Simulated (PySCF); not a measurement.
# N: ionisation energy

N [He] 2s2 2p3 [2p1/2^2 2p3/2^1, M_J = 3/2] → N⁺ [He] 2s2 2p2 [2p1/2^2, M_J = 0], as a difference of total energies. All numbers are calculated (PySCF 2.14, the two-component X2C-1e Hamiltonian, in x2c-SVPall-2c with one added diffuse shell of s type (4s2p1d, 15 functions)). Correlated levels: 1s2 frozen. "Screened" scales the spin-orbit matrix elements by Boettger's factors to mimic the two-electron term; Breit and QED terms are absent.

```
                    method  ionisation energy (eV)
           GHF (spin-free)                  14.106
          GMP2 (spin-free)                  14.468
 GHF (screened spin-orbit)                  14.099
GMP2 (screened spin-orbit)                  14.461
```

Q: How much does correlation contribute at GMP2 (screened spin-orbit)?

A: 14.461 − (14.099) = 0.362 eV, measured against GHF (screened spin-orbit).

Errors of the correlated levels include the incompleteness of this basis and the frozen core.

The labels give the starting determinants; with spin-orbit coupling the two ends relaxed to ⟨J²⟩ = 3.76, ⟨L²⟩ = 0.00, ⟨S²⟩ = 3.76 and ⟨J²⟩ = 2.00, ⟨L²⟩ = 2.00, ⟨S²⟩ = 2.00.

The determinant of N⁺ mixes levels of different J (the jj label is only the starting occupation), so the difference between spin-free and spin-orbit rows is not the physical spin-orbit shift.

For comparison: 14.534 eV (measured; NIST Atomic Spectra Database, ionization energies).
